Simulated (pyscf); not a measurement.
Optimised with ωB97X-D3(BJ)/def2-SVP in PySCF. MP2 and CC: frozen core, UHF for open shells. ΔMP2 is the change of the MP2 total energy from the triple- to the quadruple-zeta basis.

Q: For SnH₃• (SMILES [SnH3]) + H₂O (SMILES O) -> HO–SnH₃ (SMILES [OH][SnH3]) + H• (SMILES [H]), a substitution at O (doublet surface; H–O broken, O–Sn formed), PBE/def2-TZVP gives ΔE‡ = 124.6 kJ/mol and ΔE = +123.0 kJ/mol (zero: the separated reactants). In which direction and how far do M06-2X/def2-TZVP, ωB97M-D3(BJ)/def2-TZVP, CCSD(T)/def2-TZVPP + ΔMP2(QZVPP) move these?

A: M06-2X: ΔE‡ = 163.2 kJ/mol, ΔE = +123.7 kJ/mol; ωB97M-D3(BJ): ΔE‡ = 163.9 kJ/mol, ΔE = +129.4 kJ/mol; CCSD(T): ΔE‡ = 164.9 kJ/mol, ΔE = +125.5 kJ/mol. PBE's barrier lies under all of them, by 38.6 to 40.3 kJ/mol. Its reaction energy matches one of them and lies within 6.3 kJ/mol of the others. Low barriers are usual for a GGA, whose delocalisation error favours stretched bonds. One saddle was located; it need not be the lowest between these sides. The angle at the attacked O is 148°. The CCSD(T) − MP2 part came from Ansatz, without density fitting, on the same reference. The frozen core leaves the outer d or s,p core shells of the metals and heavy elements correlated in the MP2 and CC values, and def2-TZVPP describes them poorly, which can shift differences by a few kcal/mol. Elements past Kr carry the def2 core potentials, without spin-orbit coupling.
